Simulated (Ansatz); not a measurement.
**BSiH₂ (quartet): wave-function methods side by side, def2-TZVPP**

The task here is to estimate one member of a computed series from the others.

Method: def2-TZVPP, core rule «outside noble gas», up to 6 orbitals frozen; program: Ansatz 0.2.0, Gaussian basis.

Plan: UHF; ROHF; CCSD(T) on UHF.

2 further runs of the same task are left out: 2 set aside as unsound or not needed.

## The geometry

The geometry is a PBE0/def2-TZVP stationary point (not a proven minimum) of the parent state, kept for this charge and spin.

4 atoms, charge 0, spin multiplicity 4.

Atoms are counted from 1 here; the program's logs count them from 0.

Bond lengths: Si1–B2 1.954 Å, Si1–H3 1.501 Å, Si1–H4 1.501 Å. Angles: B2–Si1–H3 102.8°, B2–Si1–H4 102.8°, H3–Si1–H4 107.0°.

Set-up of the first run:

Contents of in.yaml:

```yaml
crystal:
  periodic: [false, false, false]
  atoms:
    - {symbol: Si, position_ang: [-0.085001, 0.000000, 0.494288]}
    - {symbol: B, position_ang: [0.088473, -0.000001, -1.451856]}
    - {symbol: H, position_ang: [0.709774, -1.206838, 0.899706]}
    - {symbol: H, position_ang: [0.709775, 1.206839, 0.899704]}
basis:
  gaussian: {orbitals: def2-TZVPP}
magnetization: {spin_polarized: true, initial_magnetization: 3}
hamiltonian: {xc: hf}
output: {orbitals: {seedname: orbitals}}
```

Launch:

```sh
$ ansatz run in.yaml --threads 1 --pin off --events-out ev --progress --plain --max-ram 4096MiB --backend cpu
```

Steps of the session up to this table: UHF; ROHF; CCSD(T) on UHF.

One table of the session follows, with a row left open; its other results are not shown here.

```
  method  from UCCSD(T) (kcal/mol)
    ROHF                         ?
     UHF                   +118.53
    UMP2                    +26.24
   UCCSD                     +4.39
UCCSD(T)                         0
```

Q: Estimate the row for ROHF from the others.

The run gave: from UCCSD(T) (kcal/mol): +120.79. In the column «from UCCSD(T) (kcal/mol)» it is the highest.
